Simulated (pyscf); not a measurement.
Thermochemistry of product channels of H₃C–CH₂–GaH₂ (SMILES C[CH2][GaH2]) on the singlet surface, in kcal/mol, from ωB97M-D3(BJ)/def2-TZVP energies (ideal gas, 1 atm, RRHO with modes under 100 cm⁻¹ raised to 100, one conformer, R ln 2 for chiral ones without a mode under 150 cm⁻¹). Structures and frequencies: ωB97X-D3(BJ)/def2-SVP in PySCF.

| products | ΔE | ΔH(298 K) | ΔG(298 K) | ΔG(900 K) |
|---|---|---|---|---|
| H₃C–CH₂–Ga (SMILES C[CH2][Ga]) [singlet] + H₂ (SMILES [H][H]) | +18.2 | +16.7 | +8.4 | -8.6 |
| CH₂ (SMILES [CH2]) [singlet] + H₃C–GaH₂ (SMILES [CH3][GaH2]) | +109.9 | +103.7 | +92.5 | +69.3 |

The channel to H₃C–CH₂–Ga [singlet] + H₂ turns favourable between 298 and 1200 K (ΔG from +8.4 kcal/mol to -16.9 kcal/mol).

These are energies of the channels, which say nothing of barriers. H₃C–CH₂–GaH₂ lies 10.9 kcal/mol over its isomer H₃C–GaH–CH₃ (electronic energy, ωB97M-D3(BJ)/def2-TZVP). CH₂ [singlet] is an excited spin state, 8.9 kcal/mol over the triplet at ωB97X-D3(BJ)/def2-TZVP. A restricted singlet here is unstable towards spin polarisation, as is usual where a triplet lies low; its energy is less safe. Elements up to Kr have no core potential and no relativistic terms here.
